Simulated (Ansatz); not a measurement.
PBE exchange is replaced step by step with exact exchange (0 % is PBE, 25 % PBE0; no dispersion term), basis def2-TZVP, Ansatz. System: the cluster P3. Total charge 0; doublet. Geometry: PBE0-D4/def2-TZVP, each spin state at its own.

Geometry of the doublet:

```xyz
3

P     0.210    0.965    0.611
P    -0.093   -1.080    0.635
P    -0.117    0.115   -1.247
```

At PBE with 35 % exact exchange/def2-TZVP, PBE with 50 % exact exchange/def2-TZVP the charge 0 doublet is spin-contaminated (final ⟨S²⟩ up to 0.87, 0.75 for a pure state). The structure comes from a short search, and lower isomers may exist.

HOMO and LUMO are taken over both spins.

```
exact exchange (%)  HOMO (eV)  LUMO (eV)  gap (eV)   ⟨S²⟩  quartet − doublet (kJ/mol)
                 0      -4.70      -4.10      0.60  0.771                       203.0
                 5      -4.90      -3.95      0.95  0.777                       201.9
                10      -5.11      -3.79      1.31  0.783                       201.0
                25      -5.73      -3.31      2.42  0.808                       198.4
                35      -6.16      -2.98      3.18  0.829                       197.1
                50      -6.83      -2.46      4.37  0.867                       195.6
```

(1) Fit a straight line to the column «quartet − doublet (kJ/mol)» against the share of exact exchange and predict its value at 15 %.

Results:

(1) With x = exact exchange (%) and y = quartet − doublet (kJ/mol): mean x = 20.83, mean y = 199.5; Σ(x − x̄)(y − ȳ) = -279.5, Σ(x − x̄)² = 1871; slope b = -0.1494, intercept a = ȳ − b·x̄ = 202.6. The residuals of the fitted rows reach 0.5. At x = 15 the line gives 202.6 + (-0.1494 × 15) = 200.4; the run gave 200.0, 0.4 less than the line.
